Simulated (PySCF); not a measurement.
O₂, SMILES O=O (connectivity only; charge and spin as stated), charge -1, multiplicity 2. Atoms are numbered in the order given.

```xyz
2

O      0.0000     0.0000    -0.6761
O      0.0000     0.0000     0.6761
```
Charge -1, spin multiplicity 2.

Geometry optimised at PBE-D3(BJ)/def2-TZVPD.

Level of theory: PBE/pcH-1 (PySCF).

Unrestricted Kohn–Sham, ⟨S²⟩ = 0.751. Hyperfine tensors hold the contact and dipolar terms, without spin-orbit corrections.

Q: Estimate the hyperfine couplings. (The exact figures need the calculation; the answer reports its results.)

A: 
| nucleus | A(iso) (MHz) | A(iso) (G) | dipolar principal values (MHz) |
|---|---|---|---|
| 17O no. 1 | -17.6 | -6.3 | -167.7, 83.8, 83.9 |
| 17O no. 2 | -17.6 | -6.3 | -167.7, 83.8, 83.9 |
